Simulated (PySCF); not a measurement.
CHCl₃, SMILES ClC(Cl)Cl. Geometry: PBE-D3(BJ)/def2-SVP.

All values below come from PBE-D3(BJ)/def2-SVP (PySCF 2.14.0).

Harmonic wavenumbers (cm⁻¹): 249, 249, 357, 657, 720, 720, 1171, 1171, 3090. Rotational constants (GHz): 3.169, 3.169, 1.643; symmetry number 3.

**Question.** Work out the zero-point energy and the ideal-gas rigid-rotor harmonic-oscillator thermochemistry at 298.15 K and 1 atm.

**Answer.** ZPE = ½ Σ hcν = ½ × 8385 cm⁻¹ = 11.99 kcal/mol. H − E(el) = 15.43 kcal/mol. Entropy in cal/(mol K): translation 40.25, rotation 25.19, vibration 5.63, total 71.06. G − E(el) = -5.76 kcal/mol. Cp = 15.98 cal/(mol K).
